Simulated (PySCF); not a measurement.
C$_{2}$H$_{6}$S, charge -1, quartet, at the geometry of the source list (a state made from the parent by changing its charge; the spin is typed, not shown lowest) (in this run its highest filled SCF level lies above zero, so its values depend strongly on the basis, on diffuse functions most of all); PBE0/3-21G (PySCF).

Input for PySCF:
```python
from pyscf import gto, scf, dft

mol = gto.M(
    atom='''
C     1.28920000    0.41960000    0.22650000
S     0.02880000    0.52940000   -1.07260000
C    -1.28860000   -0.40750000   -0.25100000
H     1.53640000   -0.62310000    0.40600000
H     2.16240000    0.95180000   -0.13410000
H     0.91720000    0.88640000    1.13440000
H    -0.94620000   -1.41970000   -0.05390000
H    -2.13390000   -0.42670000   -0.92980000
H    -1.56550000    0.08980000    0.67460000
''',
    basis='3-21g',
    charge=-1,
    spin=3,
    verbose=5,
)

mf = dft.UKS(mol)
mf.xc = 'pbe0'
mf.kernel()
mf.analyze()
```

**Question.** Write the output that PySCF gives for this input, abridged.

**Answer.** 
```
PySCF version 2.14.0

[INPUT] verbose = 5
[INPUT] max_memory = 4000
[INPUT] num. atoms = 9
[INPUT] num. electrons = 35
[INPUT] charge = -1
[INPUT] spin (= nelec alpha-beta = 2S) = 3
[INPUT] symmetry False subgroup None
[INPUT] Mole.unit = angstrom
[INPUT] Symbol           X                Y                Z      unit          X                Y                Z       unit  Magmom
[...]
[INPUT] ---------------- BASIS SET ----------------
[INPUT] l, kappa, [nprim/nctr], expnt,             c_1 c_2 ...
[INPUT] H
[...]
                                0.824547          0.904691
[...]
[INPUT] S
[...]
                                182.747           0.38204
                                39.6673           0.676545
[...]
                                11.9629           0.065088
                                3.28911           0.981455
[...]
                                0.457303          1.22806
[...]
                                11.9629           0.457649
                                3.28911           0.604261
[...]
                                0.457303          0.870855
[...]
[INPUT] C
[...]
                                25.9109           0.358794
                                5.53335           0.700713
[...]
                                0.770545          1.21584
[...]
                                0.770545          0.860619
[...]
nuclear repulsion = 110.978209924772
number of shells = 29
number of NR pGTOs = 75
number of NR cGTOs = 43
basis = 3-21g
ecp = {}

******** <class 'pyscf.dft.uks.UKS'> ********
method = UKS
initial guess = minao
damping factor = 0
level_shift factor = 0
DIIS = <class 'pyscf.scf.diis.CDIIS'>
diis_start_cycle = 1
diis_space = 8
diis_damp = 0
SCF conv_tol = 1e-09
SCF conv_tol_grad = None
SCF max_cycles = 50
direct_scf = True
direct_scf_tol = 1e-13
number electrons alpha = 19  beta = 16
XC library pyscf.dft.libxc version 7.1.2
    S. Lehtola, C. Steigemann, M. J. T. Oliveira, and M. A. L. Marques,  SoftwareX 7, 1–5 (2018)
XC functionals = pbe0
    C. Adamo and V. Barone,  J. Chem. Phys. 110, 6158 (1999)
    M. Ernzerhof and G. E. Scuseria,  J. Chem. Phys. 110, 5029 (1999)
radial grids:
    Treutler-Ahlrichs [JCP 102, 346 (1995); DOI:10.1063/1.469408] (M4) radial grids

becke partition: Becke, JCP 88, 2547 (1988); DOI:10.1063/1.454033
pruning grids: <function nwchem_prune>
grids dens level: 3
symmetrized grids: False
atomic radii adjust function: <function treutler_atomic_radii_adjust>
small_rho_cutoff = 0
Set gradient conv threshold to 3.16228e-05
atom C rad-grids = 75, ang-grids = [ 50  50  50  50  50  50  50  50  50  50  50  50  50  50  50  50  50  50
  50  50  50  50  86  86  86  86  86  86  86  86  86  86 266 266 266 266
 266 266 302 302 302 302 302 302 302 302 302 302 302 302 302 302 302 302
 302 302 302 302 266 266 266 266 266 266 266 266 266 266 266 266 266 266
 266 266 266]
atom S rad-grids = 80, ang-grids = [ 50  50  50  50  50  50  50  50  50  50  50  50  50  50  50  50  50  50
  50  50  50  50  50  50  86  86  86  86  86  86  86  86  86  86  86  86
  86 350 350 350 350 350 350 350 350 350 434 434 434 434 434 434 434 434
 434 434 434 434 434 434 434 434 434 434 350 350 350 350 350 350 350 350
 350 350 350 350 350 350 350 350]
atom H rad-grids = 50, ang-grids = [ 50  50  50  50  50  50  50  50  50  50  50  50  50  50  50  86  86  86
  86 266 266 266 266 266 302 302 302 302 302 302 302 302 302 302 302 302
 302 266 266 266 266 266 266 266 266 266 266 266 266 266]
tot_boxes 2496, boxes in each direction [14 11 10]
Padding 4 grids
tot grids = 105968
nelec by numeric integration = [16.97788187 16.97788187]
E1 = -871.1856054602897  E2 = 285.0890391834709  Ecoul = 323.43382014589605  Exc = -38.34478096242517
init E= -475.118356352046
cond(S) = 183.79888568425287

  alpha mo_energy =
[-8.84385903e+01 -1.02637617e+01 -1.02636160e+01 -8.00498569e+00
 -5.94052705e+00 -5.93985685e+00 -5.93806726e+00 -9.62206956e-01
 -8.51059043e-01 -6.85548764e-01 -4.97781008e-01 -4.96374050e-01
 -4.77963595e-01 -4.53527545e-01 -4.04497894e-01 -3.64373519e-01
 -2.66858689e-01 -4.50831768e-03  3.73156887e-02  7.82780188e-02
  1.15353208e-01  1.27888817e-01  1.42955297e-01  1.57564424e-01
  1.65718551e-01  4.63250715e-01  5.01758520e-01  5.13219141e-01
  5.43283301e-01  5.81685771e-01  6.82959573e-01  7.16014908e-01
  7.36218537e-01  7.46450469e-01  9.02689321e-01  9.79010590e-01
  9.96342989e-01  1.01467795e+00  1.02387184e+00  1.05290679e+00
  1.09007541e+00  1.65094873e+00  1.73012210e+00]
  beta  mo_energy =
[-8.84385903e+01 -1.02637617e+01 -1.02636160e+01 -8.00498569e+00
 -5.94052705e+00 -5.93985685e+00 -5.93806726e+00 -9.62206956e-01
 -8.51059043e-01 -6.85548764e-01 -4.97781008e-01 -4.96374050e-01
 -4.77963595e-01 -4.53527545e-01 -4.04497894e-01 -3.64373519e-01
 -2.66858689e-01 -4.50831768e-03  3.73156887e-02  7.82780188e-02
  1.15353208e-01  1.27888817e-01  1.42955297e-01  1.57564424e-01
  1.65718551e-01  4.63250715e-01  5.01758520e-01  5.13219141e-01
  5.43283301e-01  5.81685771e-01  6.82959573e-01  7.16014908e-01
  7.36218537e-01  7.46450469e-01  9.02689321e-01  9.79010590e-01
  9.96342989e-01  1.01467795e+00  1.02387184e+00  1.05290679e+00
  1.09007541e+00  1.65094873e+00  1.73012210e+00]
multiplicity <S^2> = 3.75  2S+1 = 4
nelec by numeric integration = [19.00000178 16.00000065]
E1 = -885.1486117995505  E2 = 299.2591496729276  Ecoul = 338.34052230842445  Exc = -39.08137263549685
cycle= 1 E= -474.91125220185  delta_E= 0.207  |g|= 0.347  |ddm|= 6.82

  alpha mo_energy =
[-8.79972891e+01 -9.69112586e+00 -9.69090147e+00 -7.56589637e+00
 -5.50963693e+00 -5.50180190e+00 -5.49812562e+00 -5.07761600e-01
 -4.15604398e-01 -3.27673102e-01 -1.73551909e-01 -1.57287896e-01
 -1.39822316e-01 -1.35186343e-01 -6.38677144e-02 -3.08175043e-02
  1.36882252e-02  2.81404931e-01  3.23220041e-01  3.63203408e-01
  4.13457228e-01  4.19149469e-01  4.38867057e-01  4.48968097e-01
  4.62587099e-01  7.82852928e-01  8.00304982e-01  8.35577677e-01
[...]
converged SCF energy = -474.984621433159  <S^2> = 3.7527504  2S+1 = 4.001375
Total Energy =                        -474.984621433159248
[...]
2 C 2pz          0.10638   0.03753  -0.21308  -0.19994  -0.09909
2 C 3px          0.10514  -0.18207   0.09044   0.12218  -0.09212
2 C 3py         -0.25612  -0.08428  -0.05881  -0.07851   0.22432
2 C 3pz         -0.12367   0.01965   0.19875   0.26660   0.10811
3 H 1s           0.18309   0.06663  -0.10860   0.15072   0.17315
3 H 2s          -0.36539  -0.18307   0.25351  -0.32915  -0.39388
4 H 1s          -0.00008   0.20617   0.19804  -0.11933  -0.00005
4 H 2s           0.00021  -0.50737  -0.42691   0.22917   0.00009
5 H 1s          -0.18316   0.06648  -0.10872   0.15056  -0.17323
5 H 2s           0.36555  -0.18276   0.25377  -0.32881   0.39411
6 H 1s           0.18317   0.06685   0.10864   0.15056  -0.17311
6 H 2s          -0.36559  -0.18360  -0.25349  -0.32885   0.39386
7 H 1s          -0.00002   0.20571  -0.19864  -0.11907   0.00008
7 H 2s           0.00005  -0.50629   0.42831   0.22870  -0.00014
8 H 1s          -0.18329   0.06675   0.10864   0.15059   0.17300
8 H 2s           0.36592  -0.18342  -0.25354  -0.32895  -0.39366
               #41       #42       #43
0 C 1s           0.00380   0.01052   0.01079
0 C 2s          -0.19471  -0.09927  -0.09397
0 C 3s           0.05541   0.68539   0.67933
0 C 2px         -0.10324  -0.00170   0.01414
0 C 2py         -0.00425  -0.00541   0.00248
0 C 2pz         -0.07887   0.00976   0.00689
0 C 3px          0.38452   0.00071  -0.12908
0 C 3py          0.13424   0.03563  -0.04297
0 C 3pz          0.04860  -0.07324  -0.02070
1 S 1s          -0.00000  -0.00035  -0.00000
1 S 2s           0.00000   0.00089   0.00000
1 S 3s          -0.00000   0.03076   0.00000
1 S 4s           0.00003  -0.08206   0.00000
1 S 2px          0.00062  -0.00003   0.00219
1 S 2py          0.00020  -0.00063   0.00070
1 S 2pz          0.00012   0.00128   0.00041
1 S 3px         -0.03795  -0.00107   0.04650
1 S 3py         -0.01218  -0.01966   0.01492
1 S 3pz         -0.00703   0.03983   0.00861
1 S 4px         -0.01650  -0.00052   0.06227
1 S 4py         -0.00531  -0.00973   0.01998
1 S 4pz         -0.00303   0.01970   0.01154
2 C 1s          -0.00380   0.01052  -0.01079
2 C 2s           0.19465  -0.09928   0.09396
2 C 3s          -0.05540   0.68542  -0.67929
2 C 2px         -0.10645   0.00116   0.01437
2 C 2py         -0.06300  -0.00449   0.00667
2 C 2pz          0.03992   0.01030  -0.00161
2 C 3px          0.38334   0.00322  -0.12891
2 C 3py          0.11208   0.03644  -0.03980
2 C 3pz          0.09376  -0.07276  -0.02710
3 H 1s           0.10275   0.04527   0.04924
3 H 2s          -0.29961   0.01430   0.01081
4 H 1s           0.13788   0.06029   0.03804
4 H 2s          -0.23103  -0.01673   0.02092
5 H 1s           0.10270   0.04527   0.04924
5 H 2s          -0.29949   0.01430   0.01081
6 H 1s          -0.10267   0.04527  -0.04923
6 H 2s           0.29947   0.01432  -0.01083
7 H 1s          -0.13796   0.06030  -0.03805
7 H 2s           0.23116  -0.01675  -0.02091
8 H 1s          -0.10260   0.04526  -0.04923
8 H 2s           0.29932   0.01432  -0.01084

To work with the spin densities directly, `use mulliken_meta_spin()` only printing them here.

 ** Mulliken spin pop alpha/beta on meta-lowdin orthogonal AOs **
 ** Mulliken Spin Density (per AO)  **
spin_pop of  0 C 1s       -0.00000
spin_pop of  0 C 2s        0.17910
spin_pop of  0 C 3s        0.01085
spin_pop of  0 C 2px       0.15776
spin_pop of  0 C 2py       0.01198
spin_pop of  0 C 2pz       0.10847
spin_pop of  0 C 3px       0.02417
spin_pop of  0 C 3py       0.00047
spin_pop of  0 C 3pz       0.01111
spin_pop of  1 S 1s        0.00000
spin_pop of  1 S 2s        0.00001
spin_pop of  1 S 3s        0.11157
spin_pop of  1 S 4s        0.01219
spin_pop of  1 S 2px       0.00007
spin_pop of  1 S 2py       0.00011
spin_pop of  1 S 2pz       0.00006
spin_pop of  1 S 3px       0.48381
spin_pop of  1 S 3py       0.74464
spin_pop of  1 S 3pz       0.38271
spin_pop of  1 S 4px       0.05594
spin_pop of  1 S 4py       0.01566
spin_pop of  1 S 4pz       0.03976
spin_pop of  2 C 1s       -0.00000
spin_pop of  2 C 2s        0.17913
spin_pop of  2 C 3s        0.01085
spin_pop of  2 C 2px       0.16734
spin_pop of  2 C 2py       0.06871
spin_pop of  2 C 2pz       0.04212
spin_pop of  2 C 3px       0.02543
spin_pop of  2 C 3py       0.00790
spin_pop of  2 C 3pz       0.00241
spin_pop of  3 H 1s        0.02997
spin_pop of  3 H 2s        0.01026
spin_pop of  4 H 1s       -0.01376
spin_pop of  4 H 2s        0.00611
spin_pop of  5 H 1s        0.02998
spin_pop of  5 H 2s        0.01026
spin_pop of  6 H 1s        0.02998
spin_pop of  6 H 2s        0.01026
spin_pop of  7 H 1s       -0.01375
spin_pop of  7 H 2s        0.00611
spin_pop of  8 H 1s        0.02999
spin_pop of  8 H 2s        0.01026
 ** Mulliken Spin Density (per atom)  **
spin density of  0 C =      0.50392
spin density of  1 S =      1.84653
spin density of  2 C =      0.50389
spin density of  3 H =      0.04023
spin density of  4 H =     -0.00765
spin density of  5 H =      0.04023
spin density of  6 H =      0.04024
spin density of  7 H =     -0.00764
spin density of  8 H =      0.04025
 ** Mulliken pop alpha/beta on meta-lowdin orthogonal AOs **
 ** Mulliken pop       alpha | beta **
In total            19.00000 | 16.00000
 ** Mulliken atomic charges   ( Nelec_alpha | Nelec_beta ) **
charge of  0C =     -0.62547  (     3.56469      3.06078 )
charge of  1S =     -0.07835  (     8.96244      7.11591 )
charge of  2C =     -0.62543  (     3.56466      3.06077 )
charge of  3H =      0.05035  (     0.49494      0.45471 )
charge of  4H =      0.06395  (     0.46420      0.47185 )
charge of  5H =      0.05035  (     0.49494      0.45471 )
charge of  6H =      0.05034  (     0.49495      0.45471 )
charge of  7H =      0.06395  (     0.46421      0.47185 )
charge of  8H =      0.05032  (     0.49496      0.45472 )

WARN: System has nonzero charge -1; the dipole moment is origin-dependent.
Location of origin: [0. 0. 0.]

Dipole moment(X, Y, Z, Debye): -0.09058, -1.66688,  3.37710
```
